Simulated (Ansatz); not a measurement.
One structure, 3 elements: KCo3, KRh3, KIr3

Plane-wave DFT in Ansatz with scalar-relativistic PAW potentials, cutoff 420 eV, Γ-centred meshes chosen by cell and gap, Gaussian smearing with energies taken to zero width. Every cell was relaxed (cell and atoms) in a run of its own, within the symmetry of its start. Functional: PBE.

All members share space group Pm-3m and the same sites; only the element on one set of sites changes (Co, Rh, Ir). Members needn't be the stable form of their composition. Energies over the elements, where given, are against the elements' standard states in the same functional (H₂, N₂, O₂ and halogens uncorrected, Hg as a solid). The first member:

Space group Pm-3m (No. 221). a = 3.977 Å, b = 3.977 Å, c = 3.977 Å, α = 90.00°, β = 90.00°, γ = 90.00°
```csv
atom,site,symmetry,x,y,z
K,1a,m-3m,0.0000,0.0000,0.0000
Co,3c,4/mm.m,0.0000,0.5000,0.5000
```

| compound | V (Å³/atom) | a (Å) | energy over elements (eV/atom) | largest moment (μB) |
| --- | --- | --- | --- | --- |
| KCo3 | 15.73 | 3.977 | 1.445 | 1.76 |
| KIr3 | 16.83 | 4.068 | 1.256 | no spin |

Question: Predict the member with Rh.

Answer: V (Å³/atom) 17.08, a (Å) 4.088, energy over elements (eV/atom) 1.011, largest moment (μB) no spin. Interpolating linearly in period between Co and Ir would give 16.28 Å³/atom (4.7 % too small), with 1.351 eV/atom over the elements. Over the whole series the volume has no steady trend down the group (least for Co); all are metallic on the mesh; none is bound against its elements in this structure, and Rh comes closest. Ir is no larger than Rh here (16.83 against 17.08 Å³/atom), as one expects from the lanthanide contraction and relativistic shrinking of 6s.

Spin-orbit coupling is left out, which matters for the bands of heavy elements. Magnetic cells started from one order each; another order can shift an energy by tens of meV per atom.